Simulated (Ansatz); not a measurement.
Reaction: C2H4O2 (methyl formate, SMILES COC=O) → CHO (SMILES O=[CH], doublet) + CH3O (SMILES [O]C, doublet) (the C-O bond breaks)
Each species at its own B3LYP-D3(BJ)/def2-TZVP minimum (Ansatz, a quantum-chemistry and plane-wave program), one conformer.

Total energies in hartree (Ansatz). UHF or UKS for unpaired electrons; spin-orbit terms are left out. Cores are frozen in correlated methods. No relativity.

```csv
species,HF/cc-pVTZ,CCSD(T)/cc-pVTZ,HF/cc-pVQZ,CCSD(T)/cc-pVQZ,CCSD(T)/cc-pVDZ,CCSDT(Q)/cc-pVDZ
"1: C2H4O2 (methyl formate, SMILES COC=O)",-227.87667,-228.72616,-227.89377,-228.79724,-228.49069,-228.49325
"2: CHO (SMILES [CH]=O, doublet)",-113.29288,-113.68392,-113.30180,-113.71777,-113.57564,-113.57742
"3: CH3O (SMILES C[O], doublet)",-114.46570,-114.87469,-114.47449,-114.91011,-114.75483,-114.75595
```

Problem. Work out the bond dissociation energy (electronic) in kcal/mol: take Hartree-Fock from cc-pVQZ, extrapolate the CCSD(T) correlation energy as X^-3 (X = 3, 4), and add CCSDT(Q) - CCSD(T) in cc-pVDZ. 1 hartree = 627.51 kcal/mol.

Solution. 
Species 1: correlation (64·(-0.90347) - 27·(-0.84949))/37 = -0.94286; step -0.00256; E1 = -227.89377 + (-0.94286) + (-0.00256) = -228.83919
Species 2: correlation (64·(-0.41597) - 27·(-0.39104))/37 = -0.43416; step -0.00178; E2 = -113.30180 + (-0.43416) + (-0.00178) = -113.73774
Species 3: correlation (64·(-0.43562) - 27·(-0.40899))/37 = -0.45505; step -0.00112; E3 = -114.47449 + (-0.45505) + (-0.00112) = -114.93066
-1·E1 +1·E2 +1·E3 = 0.17079 hartree = 107.2 kcal/mol.
